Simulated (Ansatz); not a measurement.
## PF₂, doublet: vertical spin and charge gaps

Geometry (PBE0/def2-TZVP stationary point for this spin, not checked as a minimum):

```xyz
3

F     0.0000   -0.4633    1.2022
P     0.0000    0.5683    0.0000
F     0.0000   -0.4633   -1.2022
```

Basis cc-pVDZ; Ansatz 0.2.0. Correlated methods freeze the noble-gas cores. Prefix R: restricted or restricted open-shell reference; prefix U: unrestricted. Active spaces: valence = (15e, 10o, short of the full valence) chosen from the atoms' valence shells.

Gaps are energies of the second state less the first, at fixed atoms, for a selection of the levels run; each method lands on the state that its own search finds for that charge and spin.

For open shells CISD is restricted-active-space CI with the open shells as a complete middle space.

Question: PBE gives 12.504 eV for removing an electron, to the triplet. Estimate what UCCSDT(Q) gives in cc-pVDZ.

Answer: UCCSDT(Q) in cc-pVDZ gives 12.514 eV, so against it PBE is off by -0.010 eV.

```csv
level,gap (eV),error (meV)
RCCSD(T),12.536,22
UCCSD(T),12.535,21
BCCD(T),12.536,22
RCCSDT,12.521,7
UCCSDT,12.521,7
RCCSDT(Q),12.521,7
MRCISD (valence space),12.356,-158
PBE0,12.786,272
RPA-PBE,12.511,-3
```

Question: PBE gives 8.780 eV for removing an electron, to the singlet. Estimate what UCCSDT(Q) gives in cc-pVDZ.

Answer: UCCSDT(Q) in cc-pVDZ gives 8.649 eV, so against it PBE is off by 0.131 eV.

```
                   level  gap (eV)  error (meV)
                     RHF     9.021          372
                     UHF     9.176          527
                    RMP2     8.664           15
                    UMP2     8.636          -13
                    CISD     8.863          214
                   RCCSD     8.776          127
                   UCCSD     8.779          130
                RCCSD(T)     8.668           19
                UCCSD(T)     8.667           18
                 BCCD(T)     8.659           10
                  RCCSDT     8.662           13
                  UCCSDT     8.662           13
               RCCSDT(Q)     8.645           -4
  CASSCF (valence space)     7.703         -946
  NEVPT2 (valence space)     8.602          -47
  MRCISD (valence space)     8.503         -146
MRCISD+Q (valence space)     8.634          -15
                  r2SCAN     9.104          455
                    PBE0     9.159          510
                   B3LYP     9.063          414
                 r2SCAN0     9.370          721
                 wB97M-V     8.818          169
                  B2PLYP     8.873          224
                 RPA-PBE     8.664           15
```

Quartet less doublet: 6.670 eV at UCCSDT(Q).

```json
{"level": "RMP2", "gap (eV)": "6.571", "error (meV)": "-99"}
{"level": "UMP2", "gap (eV)": "6.552", "error (meV)": "-118"}
{"level": "RCCSD", "gap (eV)": "6.670", "error (meV)": "0"}
{"level": "UCCSD", "gap (eV)": "6.668", "error (meV)": "-2"}
{"level": "CASSCF (valence space)", "gap (eV)": "6.667", "error (meV)": "-3"}
{"level": "MRCISD (valence space)", "gap (eV)": "6.622", "error (meV)": "-48"}
{"level": "MRCISD+Q (valence space)", "gap (eV)": "6.672", "error (meV)": "2"}
{"level": "r2SCAN", "gap (eV)": "6.311", "error (meV)": "-359"}
{"level": "B3LYP", "gap (eV)": "6.777", "error (meV)": "107"}
{"level": "RPA-PBE", "gap (eV)": "6.750", "error (meV)": "80"}
```

In so small a basis the reference is far from its limit while semilocal and hybrid functionals are nearer theirs (RPA and double hybrids share much of the reference's basis error), so the functionals' errors here hold much of the reference's basis and frozen-core error, which can add to them or hide them.

Full CI isn't at hand for all of this; UCCSDT(Q) serves as the reference, and is uncertain by about the last step of the cluster series. The frozen core follows each run's orbitals, which can shift R against U totals by a few meV.
